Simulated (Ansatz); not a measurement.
N, N2 molecule: geometry optimisation

These are results of Ansatz, DFT, r2SCAN, plane waves (500 eV) with PAW, scalar-relativistic, not measurements. The PAW files were generated under PBE, with cores re-solved for the functional.

k-point mesh 1×1×1, Fermi-Dirac smearing 0.01 eV, no spin polarisation. The box is fixed.

Starting structure:

```cif
data_structure
_symmetry_space_group_name_H-M 'P 1'
_symmetry_Int_Tables_number 1
_cell_length_a 12.0000
_cell_length_b 12.3000
_cell_length_c 12.6000
_cell_angle_alpha 90.000
_cell_angle_beta 90.000
_cell_angle_gamma 90.000
_cell_volume 1859.76
loop_
_atom_site_label
_atom_site_type_symbol
_atom_site_fract_x
_atom_site_fract_y
_atom_site_fract_z
_atom_site_occupancy
N1 N 0.50000 0.50000 0.45635 1
N2 N 0.50000 0.50000 0.54365 1
```

Q: What is the relaxed bond length?

A: 1.093 Å (start 1.100 Å).
